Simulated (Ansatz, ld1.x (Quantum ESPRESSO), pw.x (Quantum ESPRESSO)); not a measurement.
**lithium (Li): one change to the ultrasoft potential, in the atom and in the fcc crystal**

| Item | Value |
| --- | --- |
| Element | lithium (Li) |
| Generator | ld1.x (Quantum ESPRESSO) 7.5 |
| Type | ultrasoft |
| Functional | LDA (PW92) |
| Relativity | scalar-relativistic |
| Frozen core | none |
| Valence charge | 3 |
| Reference configuration | 1s2 2s1 2p0 |
| Partial waves | 1s (bound): rcut 0.95, rcutus 1.15 bohr; 2s (bound): rcut 0.95, rcutus 1.15 bohr; 2p (bound, empty): rcut 3.65, rcutus 4.50 bohr; 2p channel at 0.65 Ry: rcut 3.65, rcutus 4.50 bohr |
| Local potential | all-electron potential smoothed inside 3.80 bohr (lloc = -1) |
| Core correction | none |
| Augmentation charge | PSQ, inside the norm-conserving radii |

Change: all radii scaled by about 1.04 (s 1.20, p 4.70 bohr, rcut 1.00/3.82); local potential all-electron potential smoothed inside 3.96 bohr (lloc = -1).

Cutoffs, loose and tight: the cutoffs (Ry, on a coarse ladder) from which the occupation-weighted sum of valence levels, in a spherical-Bessel basis at the reference potential, stays within 10 and 1 mRy of its value at 400 Ry. They do not see the model core or the augmentation charge, which bear on the density cutoff. Test errors are all-electron minus pseudo excitation energies from the reference, over the configurations 1s2 2s0 2p0; 1s2 2s0.5 2p0; 1s2 2s0 2p1; 1s1 2s1 2p0 (two spin-polarised tests are not counted in the largest error); variants that change the core or the reference have their own tests.

Crystal test: fcc Li in pw.x 7.5, no spin, 13³ k-points, Fermi–Dirac smearing 0.01 Ry, cutoffs set for each file from its atomic test. The reference is all-electron LAPW (Ansatz 0.2.0) with the same functional, mesh and smearing; V0 and B0 come from Birch–Murnaghan fits to the pressures at five volumes. Errors are pseudo minus all-electron; Δ is the rms difference of the E(V) curves that follow from these fits, minima aligned, over ±6 % about the mean V0. Mesh and smearing are coarse, so the numbers serve the comparison and aren't converged zero-temperature values; the lattice is a test structure that the element need not adopt.

All-electron: a0 = 4.237 Å (V0 = 19.01 Å³/atom), B0 = 14.9 GPa.

Task: Does the change bring the crystal closer to the all-electron result?

Result: The mean pressure error goes from +3.83 to +7.32 GPa, so the change moves the solid further from the all-electron pressures. Neither pressure curve crosses zero within the volumes sampled, so no fits are given.

| quantity | base | changed |
| --- | --- | --- |
| outcome (atom) | generated | generated |
| cutoff, loose (atom) | 50 Ry | 50 Ry |
| cutoff, tight (atom) | 70 Ry | 70 Ry |
| bound ghosts (atom) | none | none |
| largest test error (meV) (atom) | 6 of 6 tests not solved or not reliable | 6 of 6 tests not solved or not reliable |
| cutoffs in pw.x (Ry) | 85/680 | 85/680 |
| mean pressure error (GPa) | +3.83 | +7.32 |

Base: The largest radius (4.50 bohr) exceeds half the bond length (2.83 bohr), so the spheres overlap, which is one possible source of error among others. This is a poor potential for the solid. Atomic configuration tests: 6 of 6 tests not solved or not reliable. Changed file: The largest radius (4.70 bohr) exceeds half the bond length (2.83 bohr), so the spheres overlap, which is one possible source of error among others. This is a poor potential for the solid. Atomic configuration tests: 6 of 6 tests not solved or not reliable. The atomic cutoffs weigh occupied waves only.
